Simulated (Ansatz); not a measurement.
**triplet CCl3F: levels of theory compared**

Wanted: a comparison of 6 runs (UBHLYP/6-31G*, UBLYP/6-31G*, UCAM-B3LYP/6-31G*, UHSE06/6-31G*, RPA@PBE/6-31G*, RPA@PBE0/6-31G*) of triplet CCl3F. 

The calculation is run with Ansatz 0.2.0.

51 further runs of the same task are left out: 2 that didn't finish, 49 set aside as unsound or not needed. Runs told in other sessions of the task aren't counted.

## 1. Starting point

CCl3F: 5 atoms, total charge 0, spin state triplet. SMILES of the parent species: `FC(Cl)(Cl)Cl`. Geometry: relaxed at PBE0-D4/def2-TZVP. That shape belongs to the parent species and isn't relaxed for this state.

Bond lengths: F1–C2 1.333 Å, C2–Cl3 1.760 Å, C2–Cl4 1.760 Å, C2–Cl5 1.760 Å. Angles: F1–C2–Cl3 108.5°, F1–C2–Cl4 108.5°, F1–C2–Cl5 108.5°, Cl3–C2–Cl4 110.4°, Cl3–C2–Cl5 110.4°, Cl4–C2–Cl5 110.4°.

## 2. A single-point energy at UBHLYP/6-31G(d) (spherical functions) (run 1)

input.yaml reads:

```yaml
crystal:
  periodic: [false, false, false]
  atoms:
    - symbol: F
      position_ang: [0.911880, -0.820730, 0.677360]
    - symbol: C
      position_ang: [0.044670, -0.040210, 0.033190]
    - symbol: Cl
      position_ang: [-1.384510, 0.157610, 1.040990]
    - symbol: Cl
      position_ang: [-0.379970, -0.814480, -1.489160]
    - symbol: Cl
      position_ang: [0.807920, 1.517810, -0.262390]
basis:
  gaussian:
    orbitals: 6-31G_st_-spherical.json
hamiltonian:
  xc: {name: BHLYP}
magnetization:
  spin_polarized: true
  initial_magnetization: 2
output:
  orbitals: {seedname: orbitals}
accuracy: high
```

The basis set 6-31G* is read from a file made from the Basis Set Exchange's data (not shown).

Started as:

```console
$ ansatz run input.yaml --threads 1 --pin off --max-ram 3480MiB --events-out events.jsonl --progress --plain --runs-dir runs
```

The log of the run:

```text
Warning: RAYON_NUM_THREADS=1 ignored (pool sized by the plan → 1); use --threads N
Functional definition: BHLYP
  name "BHLYP"
  parameter a = 0.5
  exchange = (1 - a)*b88_x + a*exact_x
  correlation = lyp_c
1785 factors; integrals over basis functions are off by at most 3.3e-9 eV
mean field evaluation 1: about -41309.8447 eV, gradient 1.8e1 eV
mean field evaluation 2: about -41309.6575 eV, gradient 2.1e1 eV
mean field evaluation 4: about -41311.0832 eV, gradient 6.2e-1 eV
mean field evaluation 8: about -41311.1712 eV, gradient 3.6e-2 eV
mean field evaluation 16: about -41311.1712 eV, gradient 1.8e-3 eV
mean field evaluation 32: about -41311.2963 eV, gradient 4.0e-3 eV
mean field evaluation 64: about -41311.1162 eV, gradient 3.2e0 eV
mean field -41311.29634327 eV, -1518.1621388128 hartree, gradient 1.7e-8 eV, S^2 2.008734; 8 other end points of the search recorded, 0 dependent functions left out
reference -41311.29636749 eV, -1518.1621397027 hartree; 34, 32 occupied and 48, 50 virtual orbitals, 1785 factors
Total energy: -41311.29636749 eV, -1518.1621397027 hartree
```

Run time: 70 s. Hardware: 1 thread of Arm Neoverse V2, shared host; peak memory 0.47 GiB.

## 3. A single-point energy at UBLYP/6-31G(d) (spherical functions) (run 2)

run.yaml reads:

```yaml
basis:
  gaussian:
    orbitals: 6-31G_st_-spherical.json
crystal:
  periodic: [false, false, false]
  atoms:
    - {symbol: F, position_ang: [0.911880, -0.820730, 0.677360]}
    - {symbol: C, position_ang: [0.044670, -0.040210, 0.033190]}
    - {symbol: Cl, position_ang: [-1.384510, 0.157610, 1.040990]}
    - {symbol: Cl, position_ang: [-0.379970, -0.814480, -1.489160]}
    - {symbol: Cl, position_ang: [0.807920, 1.517810, -0.262390]}
total_charge: 0
magnetization:
  spin_polarized: true
  initial_magnetization: 2
hamiltonian:
  xc: {name: BLYP}
accuracy: high
output:
  orbitals: {seedname: orbitals}
```

The basis set 6-31G* is read from a file made from the Basis Set Exchange's data (not shown).

Started as:

```console
$ ansatz run run.yaml --threads 1 --pin off --max-ram 3480MiB --events-out events.jsonl --progress --plain --runs-dir runs
```

The log of the run (excerpt; [...] marks lines left out):

```text
Warning: RAYON_NUM_THREADS=1 ignored (pool sized by the plan → 1); use --threads N
Functional definition: BLYP
  name "BLYP"
[...]
1785 factors; integrals over basis functions are off by at most 3.3e-9 eV
[...]
mean field -41312.89539202 eV, -1518.2209027707 hartree, gradient 2.6e-8 eV, S^2 2.001843; 8 other end points of the search recorded, 0 dependent functions left out
reference -41312.89544147 eV, -1518.2209045878 hartree; 34, 32 occupied and 48, 50 virtual orbitals, 1785 factors
Total energy: -41312.89544147 eV, -1518.2209045878 hartree
```

Run time: 35 s. Hardware: 1 thread of Arm Neoverse V2, shared host; peak memory 0.27 GiB.

Run 3 isn't shown in full; the table further down has it.

## 4. The energy at UHSE06/6-31G(d) (spherical functions) (run 4)

job.yaml reads:

```yaml
crystal:
  periodic: [false, false, false]
  atoms:
    - {symbol: F, position_ang: [0.911880, -0.820730, 0.677360]}
    - {symbol: C, position_ang: [0.044670, -0.040210, 0.033190]}
    - {symbol: Cl, position_ang: [-1.384510, 0.157610, 1.040990]}
    - {symbol: Cl, position_ang: [-0.379970, -0.814480, -1.489160]}
    - {symbol: Cl, position_ang: [0.807920, 1.517810, -0.262390]}
basis:
  gaussian: {orbitals: 6-31G_st_-spherical.json}
output: {orbitals: {seedname: orbitals}}
accuracy: high
hamiltonian: {xc: {name: HSE06}}
magnetization: {spin_polarized: true, initial_magnetization: 2}
```

The basis set 6-31G* is read from a file made from the Basis Set Exchange's data (not shown).

Started as:

```console
$ ansatz run job.yaml --threads 1 --pin off --max-ram 3480MiB --events-out events.jsonl --progress --plain --runs-dir runs
```

The log of the run (excerpt; [...] marks lines left out):

```text
Warning: RAYON_NUM_THREADS=1 ignored (pool sized by the plan → 1); use --threads N
Functional definition: HSE06
  name "HSE06"
[...]
1785 factors; integrals over basis functions are off by at most 3.3e-9 eV
91 factors; integrals over basis functions are off by at most 1.0e-9 eV
[...]
mean field -41296.69203516 eV, -1517.6254403891 hartree, gradient 5.2e-8 eV, S^2 2.004947; 9 other end points of the search recorded, 0 dependent functions left out
reference -41296.69203775 eV, -1517.6254404841 hartree; 34, 32 occupied and 48, 50 virtual orbitals, 1785 factors
Total energy: -41296.69203775 eV, -1517.6254404841 hartree
```

It took 69 s on 1 thread of Arm Neoverse V2, shared host; peak memory 0.46 GiB.

Run 5 isn't shown in full; the table further down has it.

## 5. The energy at RPA@PBE0/6-31G(d) (spherical functions) (run 6)

in.yaml reads:

```yaml
crystal:
  periodic: [false, false, false]
  atoms:
    - {symbol: F, position_ang: [0.911880, -0.820730, 0.677360]}
    - {symbol: C, position_ang: [0.044670, -0.040210, 0.033190]}
    - {symbol: Cl, position_ang: [-1.384510, 0.157610, 1.040990]}
    - {symbol: Cl, position_ang: [-0.379970, -0.814480, -1.489160]}
    - {symbol: Cl, position_ang: [0.807920, 1.517810, -0.262390]}
basis:
  gaussian:
    orbitals: 6-31G_st_-spherical.json
accuracy: high
correlation:
  method: rpa
  frozen_orbitals: {C: 1, Cl: 5, F: 1}
magnetization:
  spin_polarized: true
  initial_magnetization: 2
hamiltonian:
  xc: pbe0
```

The basis set 6-31G* is read from a file made from the Basis Set Exchange's data (not shown).

Started as:

```console
$ ansatz run in.yaml --threads 1 --pin off --max-ram 3480MiB --events-out events.jsonl --progress --plain --runs-dir runs
```

The log of the run (excerpt; [...] marks lines left out):

```text
Warning: RAYON_NUM_THREADS=1 ignored (pool sized by the plan → 1); use --threads N
Functional definition: PBE0
  name "PBE0"
[...]
1785 factors; integrals over basis functions are off by at most 3.3e-9 eV
[...]
mean field -41297.43152673 eV, -1517.6526162030 hartree, gradient 4.9e-8 eV, S^2 2.005076; 6 other end points of the search recorded, 0 dependent functions left out
17 core orbitals not correlated: weight in the atoms' cores, before any rotation towards them, 1.000 or more for the frozen orbitals, at most 0.000 for the correlated occupied ones
reference -41236.33556562 eV, -1515.4073810443 hartree; 17, 15 occupied and 48, 50 virtual orbitals, 1785 factors
Total energy: -41263.73749199 eV, -1516.4143832646 hartree
```

It took 50 s on 1 thread of Arm Neoverse V2, shared host; peak memory 0.44 GiB.

## 6. The series

| run | level | frozen core orbitals | energy (Eh) | HOMO energy (eV) | ⟨S²⟩ | wall time |
| --- | --- | --- | --- | --- | --- | --- |
| 1 | UBHLYP/6-31G* (spherical functions) | – | -1518.162140 | -4.54 | 2.009 | 70 s |
| 2 | UBLYP/6-31G* (spherical functions) | – | -1518.220905 | -2.05 | 2.002 | 35 s |
| 3 | UCAM-B3LYP/6-31G* (spherical functions) | – | -1518.218875 | -4.46 | 2.007 | 85 s |
| 4 | UHSE06/6-31G* (spherical functions) | – | -1517.625440 | -2.89 | 2.005 | 69 s |
| 5 | RPA@PBE/6-31G* (spherical functions) | 17 | -1516.508661 | – | 2.002 | 58 s |
| 6 | RPA@PBE0/6-31G* (spherical functions) | 17 | -1516.414383 | – | 2.005 | 50 s |

## 7. Outcome

```
                                quantity           value
                     run 6: total energy  -1516.41438 Eh
 run 6: RPA correlation energy (valence)     -1007.0 mEh
run 6: ⟨S²⟩ of the reference determinant           2.005
```

**Reading.** Totals of different functionals can't be ranked against each other. All runs together took 6.1 min, the longest 85 s.
